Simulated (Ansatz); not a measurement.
**BH3NO radical (SMILES NB[O]): single points off equilibrium**

A test off equilibrium: a structure displaced at random from a GFN2-xTB minimum is computed at several levels, and each is set against CCSD(T).

Program: Ansatz 0.2.0, Gaussian basis. Level of theory: single points in def2-TZVPP. These are calculated values, not measurements.

Cores are frozen in the correlated methods. Orbitals are unrestricted.

### Step 1. The system as given

SMILES `NB[O]`, 6 atoms, charge 0, spin multiplicity 2.

Atoms are counted from 1 here; the program's logs count them from 0.

Bond lengths: N1–B2 1.502 Å, N1–H4 1.043 Å, N1–H5 1.067 Å, B2–O3 1.326 Å, B2–H6 1.273 Å. Angles: B2–N1–H4 122.1°, B2–N1–H5 117.7°, H4–N1–H5 112.8°, N1–B2–O3 133.1°, N1–B2–H6 111.0°, O3–B2–H6 115.9°.

As a file:

| atom | x (Å) | y (Å) | z (Å) |
| --- | --- | --- | --- |
| N1 | -0.38640 | 0.27200 | -0.66190 |
| B2 | 0.43510 | -0.08430 | 0.54370 |
| O3 | 0.58690 | 0.47910 | 1.73470 |
| H4 | -0.48140 | -0.37060 | -1.47770 |
| H5 | -1.25010 | 0.87930 | -0.51050 |
| H6 | 1.09880 | -1.15220 | 0.34520 |

### Step 2. CCSD(T)/def2-TZVPP

File run/in.yaml:

```yaml
crystal:
  periodic: [false, false, false]
  atoms:
    - {symbol: N, position_ang: [-0.386400, 0.272000, -0.661900]}
    - {symbol: B, position_ang: [0.435100, -0.084300, 0.543700]}
    - {symbol: O, position_ang: [0.586900, 0.479100, 1.734700]}
    - {symbol: H, position_ang: [-0.481400, -0.370600, -1.477700]}
    - {symbol: H, position_ang: [-1.250100, 0.879300, -0.510500]}
    - {symbol: H, position_ang: [1.098800, -1.152200, 0.345200]}
basis:
  gaussian: {orbitals: def2-TZVPP}
magnetization: {spin_polarized: true, initial_magnetization: 1}
correlation: {method: ccsd_t}
scf: {omitted_lower_state_checks: [cluster_reference]}
output: {forces: true}
```

The command line of these runs was not kept.

### Step 3. PBE0-D4/def2-TZVPP

run/in.yaml: that of step 2 with these lines changed.

```diff
@@ -12,4 +12,3 @@
 magnetization: {spin_polarized: true, initial_magnetization: 1}
-correlation: {method: ccsd_t}
-scf: {omitted_lower_state_checks: [cluster_reference]}
-output: {forces: true}
+hamiltonian: {xc: pbe0, dispersion: d4}
+output: {forces: true, orbitals: {seedname: orbitals}}
```

### Step 4. wB97M-V/def2-TZVPP

run/in.yaml: that of step 3 with these lines changed.

```diff
@@ -12,3 +12,3 @@
 magnetization: {spin_polarized: true, initial_magnetization: 1}
-hamiltonian: {xc: pbe0, dispersion: d4}
-output: {forces: true, orbitals: {seedname: orbitals}}
+hamiltonian: {xc: {name: wB97M-V}}
+output: {forces: true}
```

### Step 5. r2SCAN-D4/def2-TZVPP

run/in.yaml: that of step 4 with these lines changed.

```diff
@@ -12,3 +12,3 @@
 magnetization: {spin_polarized: true, initial_magnetization: 1}
-hamiltonian: {xc: {name: wB97M-V}}
+hamiltonian: {xc: r2scan, dispersion: d4}
 output: {forces: true}
```

### Step 6. PBE-D4/def2-TZVPP

run/in.yaml: that of step 5 with these lines changed.

```diff
@@ -12,3 +12,3 @@
 magnetization: {spin_polarized: true, initial_magnetization: 1}
-hamiltonian: {xc: r2scan, dispersion: d4}
+hamiltonian: {xc: pbe, dispersion: d4}
 output: {forces: true}
```

### Step 7. BHLYP-D4/def2-TZVPP

run/in.yaml: that of step 6 with these lines changed.

```diff
@@ -12,3 +12,3 @@
 magnetization: {spin_polarized: true, initial_magnetization: 1}
-hamiltonian: {xc: pbe, dispersion: d4}
+hamiltonian: {xc: {name: BHLYP}, dispersion: d4}
 output: {forces: true}
```

### Step 8. r2SCAN0-D4/def2-TZVPP

run/in.yaml: that of step 7 with these lines changed.

```diff
@@ -12,3 +12,3 @@
 magnetization: {spin_polarized: true, initial_magnetization: 1}
-hamiltonian: {xc: {name: BHLYP}, dispersion: d4}
+hamiltonian: {xc: {name: r2SCAN0}, dispersion: d4}
 output: {forces: true}
```

(Steps that only read results are left out.)

**Question.** What will these runs give? Wanted: energy less free atoms, CCSD(T)/def2-TZVPP; RMS force component; RMS force error; HOMO and LUMO, PBE0-D4; T1 diagnostic.

As calculated:

| quantity | value |
| --- | --- |
| energy less free atoms, CCSD(T)/def2-TZVPP | -21.763 eV |
| RMS force component | 0.760 to 1.300 eV/Å over the methods |
| RMS force error | PBE0-D4 0.269, wB97M-V 0.173, r2SCAN-D4 0.370, PBE-D4 0.558, BHLYP-D4 0.218, r2SCAN0-D4 0.210 eV/Å |
| HOMO and LUMO, PBE0-D4 | -8.00 and -4.48 eV |
| T1 diagnostic | 0.030 |

What this shows: Against CCSD(T) the functionals' energies less atoms differ by -1.826 to -0.100 eV, PBE-D4 by -1.826 eV. A larger basis would deepen the CCSD(T) value, while the functionals are nearly converged already, so the order here is not reliable. For forces wB97M-V does best and PBE-D4 worst. Frozen-core CCSD(T) forces in triple zeta carry basis errors of their own, and this is one geometry, so small gaps rank nothing.
